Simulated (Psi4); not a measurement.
# TPSS/def2-SVP (density fitting with cc-pvdz-jkfit, sweep point 2) run of CH5BO (SMILES CBO)

What is the vertical ionisation energy of CH5BO at TPSS/def2-SVP (density fitting with cc-pvdz-jkfit, sweep point 2)? 

The calculation is run with Psi4 1.11.

3 further runs of the same task are left out: 3 that didn't finish.

## Step 1: Starting point

The species is CH5BO (8 atoms), meant as a singlet with charge 0. SMILES: `CBO`. Geometry: relaxed at PBE0-D4/def2-TZVP. This is one conformer, not always the lowest.

Bond lengths: C1–B2 1.559 Å, B2–O3 1.357 Å, C1–H4 1.092 Å, C1–H5 1.096 Å, C1–H6 1.096 Å, B2–H7 1.207 Å, O3–H8 0.960 Å. Angles: C1–B2–O3 119.4°, C1–B2–H7 121.8°, O3–B2–H7 118.7°, B2–C1–H4 113.4°, B2–C1–H5 110.2°, B2–C1–H6 110.2°, B2–O3–H8 113.1°, H4–C1–H5 108.7°, H4–C1–H6 108.7°, H5–C1–H6 105.3°.

## Step 2: A single-point energy at TPSS/def2-SVP (density fitting with cc-pvdz-jkfit, sweep point 2)

job.in

```
memory 1600 mb

molecule system {
  0 1
  C     -1.16898458     1.34227247    -0.61340510
  B      0.96149265    -0.45372324     0.34052865
  O      0.45485708    -2.94476022     0.67198661
  H     -2.96365748     0.38021290    -0.94372923
  H     -0.58298051     2.27730895    -2.36574814
  H     -1.47493124     2.87257268     0.74776463
  H      3.06230118     0.30821433     0.79519675
  H      1.88632462    -3.88981225     1.26177013
  units au
  symmetry c1
}

set {
  basis def2-SVP
  puream true
  scf_type df
  dft_radial_points 99
  dft_spherical_points 590
  df_basis_scf cc-pvdz-jkfit
}

E = energy("tpss")
print_variables()
```

Command:

```sh
$ psi4 job.in job.out -n 1
```

job.out:

```text
[...]
  Running in c1 symmetry.
[...]
  Nuclear repulsion =   66.592600909552957
[...]
  Multiplicity = 1
[...]
  Nalpha       = 12
  Nbeta        = 12
[...]
    Number of basis functions: 67
[...]
   @DF-RKS iter   1:  -140.77231592262069   -2.20920e-01   1.33383e-02 DIIS/ADIIS
[...]
   @DF-RKS iter   9:  -141.15808470971319   -9.34611e-09   1.90692e-07 DIIS
[...]
    Orbital Energies [Eh]
    ---------------------
    Doubly Occupied:
       1A    -18.912518     2A     -9.968823     3A     -6.609948
       4A     -0.948259     5A     -0.632233     6A     -0.505359
       7A     -0.408257     8A     -0.358231     9A     -0.344427
      10A     -0.327724    11A     -0.310501    12A     -0.261854
[...]
  @DF-RKS Final Energy:  -141.15808470971319
   => Energetics <=
    Nuclear Repulsion Energy =             66.5926009095529565
    One-Electron Energy =                -322.6146872013151778
    Two-Electron Energy =                 134.8541791599786848
    DFT Exchange-Correlation Energy =     -19.9901775779296571
    Empirical Dispersion Energy =           0.0000000000000000
    VV10 Nonlocal Energy =                  0.0000000000000000
    Total Energy =                       -141.1580847097131937
[...]
 Multipole Moments:
 ------------------------------------------------------------------------------------
     Multipole            Electronic (a.u.)      Nuclear  (a.u.)        Total (a.u.)
 ------------------------------------------------------------------------------------
 L = 1.  Multiply by 2.5417464519 to convert [e a0] to [Debye]
 Dipole X            :          1.0395024           -0.6891150            0.3503874
 Dipole Y            :         -2.9224156            2.7164517           -0.2059639
 Dipole Z            :          0.8578705           -0.7182437            0.1396268
 Magnitude           :                                                    0.4297535
[...]
```

It took 53 s on 1 thread of AMD EPYC 7R43 (Zen 3), shared host; peak memory 1.2 GiB.

## Step 3: The doublet cation

calc.inp

```
memory 1600 MB

molecule geom {
  1 2
  C     -1.16898458     1.34227247    -0.61340510
  B      0.96149265    -0.45372324     0.34052865
  O      0.45485708    -2.94476022     0.67198661
  H     -2.96365748     0.38021290    -0.94372923
  H     -0.58298051     2.27730895    -2.36574814
  H     -1.47493124     2.87257268     0.74776463
  H      3.06230118     0.30821433     0.79519675
  H      1.88632462    -3.88981225     1.26177013
  units au
  symmetry c1
}

set basis def2-SVP
set reference uks
set puream true
set scf_type df
set dft_radial_points 99
set dft_spherical_points 590
set df_basis_scf cc-pvdz-jkfit
set maxiter 150

e_tot, wfn = energy('tpss', return_wfn=True)
```

Command:

```sh
$ psi4 -n 1 calc.inp calc.out
```

calc.out:

```text
[...]
  Running in c1 symmetry.
[...]
  Nuclear repulsion =   66.592600909552957
[...]
  Multiplicity = 2
[...]
  Nalpha       = 12
  Nbeta        = 11
[...]
    Number of basis functions: 67
[...]
   @DF-UKS iter   1:  -140.48644792516217    6.49478e-02   1.10877e-02 DIIS/ADIIS
[...]
   @DF-UKS iter  10:  -140.76342036786264   -9.16701e-08   9.76773e-07 DIIS
[...]
   @S^2 Observed:                7.541295220E-01
[...]
    Orbital Energies [Eh]
    ---------------------
    Alpha Occupied:
       1A    -19.215557     2A    -10.255514     3A     -6.932527
       4A     -1.239613     5A     -0.913922     6A     -0.788093
       7A     -0.725305     8A     -0.638834     9A     -0.621964
      10A     -0.600799    11A     -0.583321    12A     -0.580354
    Alpha Virtual:
      13A     -0.289614    14A     -0.178109    15A     -0.129562
      16A     -0.094119    17A     -0.088998    18A     -0.082138
      19A     -0.033789    20A      0.005952    21A      0.032325
      22A      0.075735    23A      0.078295    24A      0.211463
      25A      0.240951    26A      0.262122    27A      0.325325
[...]
  @DF-UKS Final Energy:  -140.76342036786264
   => Energetics <=
    Nuclear Repulsion Energy =             66.5926009095529565
    One-Electron Energy =                -315.7730654430057484
    Two-Electron Energy =                 128.0435579109257276
    DFT Exchange-Correlation Energy =     -19.6265137453355969
    Empirical Dispersion Energy =           0.0000000000000000
    VV10 Nonlocal Energy =                  0.0000000000000000
    Total Energy =                       -140.7634203678626363
[...]
 Multipole Moments:
 ------------------------------------------------------------------------------------
     Multipole            Electronic (a.u.)      Nuclear  (a.u.)        Total (a.u.)
 ------------------------------------------------------------------------------------
 L = 1.  Multiply by 2.5417464519 to convert [e a0] to [Debye]
 Dipole X            :          1.4058857           -0.6891150            0.7167707
 Dipole Y            :         -2.3603294            2.7164517            0.3561223
 Dipole Z            :          0.8550082           -0.7182437            0.1367645
 Magnitude           :                                                    0.8119654
[...]
```

Wall time 86 s (1 thread of AMD EPYC 7R43 (Zen 3), shared host); peak memory 1.2 GiB.

## Step 4: Summary of results

Level: TPSS/def2-SVP (density fitting with cc-pvdz-jkfit, sweep point 2).

| quantity | value |
| --- | --- |
| singlet CH5BO: total energy | -141.15808 Eh |
| singlet CH5BO: dipole moment | 1.09 D |
| singlet CH5BO: HOMO energy | -7.13 eV |
| singlet CH5BO: LUMO energy | -0.38 eV |
| singlet CH5BO: HOMO–LUMO gap | 6.74 eV |
| doublet cation: total energy | -140.76342 Eh |
| doublet cation: HOMO energy (highest over α and β) | -15.76 eV |
| doublet cation: LUMO energy (lowest over α and β) | -14.33 eV |
| doublet cation: ⟨S²⟩ | 0.754 |
| vertical ionisation energy (to the doublet cation) | 10.739 eV |

In words: The vertical ionisation energy comes to 10.74 eV (248 kcal/mol). The negative HOMO energy of the first species, 7.13 eV, lies 3.61 eV below that difference.
